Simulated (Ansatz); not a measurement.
Geometry optimisation, Ansatz, RKS B3LYP/def2-SVP.

Input file:

```yaml
crystal:
  periodic: [false, false, false]
  atoms:
    - { symbol: B, position_ang: [0.006815, -0.428614, -0.325737] }
    - { symbol: F, position_ang: [0.311266, 0.211911, 2.089122] }
    - { symbol: H, position_ang: [0.958832, 0.121305, -0.82078] }
    - { symbol: H, position_ang: [-1.073167, 0.10578, -0.440885] }
    - { symbol: Si, position_ang: [0.116753, -2.24663, 0.434043] }
    - { symbol: H, position_ang: [-0.562362, -3.281184, -0.407697] }
    - { symbol: H, position_ang: [1.504272, -2.713138, 0.736989] }
    - { symbol: H, position_ang: [-0.611687, -2.24278, 1.762694] }
    - { symbol: H, position_ang: [-0.166421, -0.511051, 2.429653] }
basis:
  gaussian: { orbitals: def2-SVP }
hamiltonian:
  xc: b3lyp
relax:
  f_tol: 0.03
  max_steps: 50
```

Launched with:

```bash
$ ansatz run input.yaml --threads 1 --pin off --max-ram 2048MiB --backend cpu --events-out ev --progress --plain --runs-dir out
```

Where does it end, and by what steps?

The run converged. The force dipped under the threshold on the way, but the program's further checks kept it going. After 17 steps the energy has fallen by 0.089 eV; F2 moved furthest, 0.50 Å.

```
step  energy less start (eV)  largest force component (eV/Å)  accepted
   0                  0.0000                           0.623       yes
   1                 -0.0210                           0.555       yes
   2                 -0.0446                           0.485       yes
   3                 -0.0605                           0.526       yes
   4                 -0.0706                           0.340       yes
   5                 -0.0754                           0.038       yes
   6                 -0.0766                           0.095       yes
   7                 -0.0796                           0.037       yes
   8                 -0.0803                           0.019       yes
   9                 -0.0821                           0.033       yes
  10                 -0.0820                           0.478        no
  11                 -0.0827                           0.085       yes
  12                 -0.0842                           0.134       yes
  13                 -0.0853                           0.162       yes
  14                 -0.0876                           0.155       yes
  15                 -0.0884                           0.032       yes
  16                 -0.0890                           0.034       yes
  17                 -0.0891                           0.007       yes
```

```xyz
9
Properties=species:S:1:pos:R:3
B 0.075 -0.342 -0.106
F -0.025 0.291 1.733
H 1.073 0.243 -0.440
H -0.990 0.075 -0.488
Si 0.159 -2.294 0.447
H -0.780 -3.227 -0.244
H 1.507 -2.937 0.508
H -0.318 -2.256 1.900
H -0.218 -0.537 2.148
```

Whether the end is a true minimum wasn't checked by a vibrational analysis.

The run took 45 s on 1 thread of Arm Neoverse V1, with other jobs on the host, peak memory 0.13 GiB.
